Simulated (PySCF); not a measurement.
# FH2P (fluorophosphane): the cost of one run

The runs use PySCF 2.14.0, with density-fitted response routines of our own; the level of theory stands in each step. All values are computed, except where a source is named. Atoms count from 0, in the outputs and in this text.

## (1) The molecule as given

4 atoms, charge 0, multiplicity 1; geometry from: GFN2-xTB. The atoms were then displaced at random by about 0.01 Å, so the start is not that level's minimum.

Bonds of the start (Å): F0–P1 1.66, P1–H2 1.41, P1–H3 1.40.

## (2) Geometry optimisation at PBE0-D3(BJ)/def2-TZVP

Job settings and geometry (Å):

```
{"job": {"xc": "PBE0", "basis": "def2-TZVP", "d3": "d3bj", "grid": 2, "shake": 0.01, "kind": "geom"}, "charge": 0, "multiplicity": 1}
F      1.371080    -0.185750     0.033400
P     -0.185020    -0.012140     0.573620
H     -0.718920    -0.915160    -0.374680
H     -0.429140     1.087670    -0.265350
```

Command:

```sh
> OMP_NUM_THREADS=1 python probes_run.py task.json out
```

The driver reads the jobs from task.json and runs them one after another.

**Question.** How long does this first job take on 1 thread of Intel Xeon Platinum 8488C, shared host, and how much memory does it need?

About 7.6 s, with a peak of 0.34 GiB.
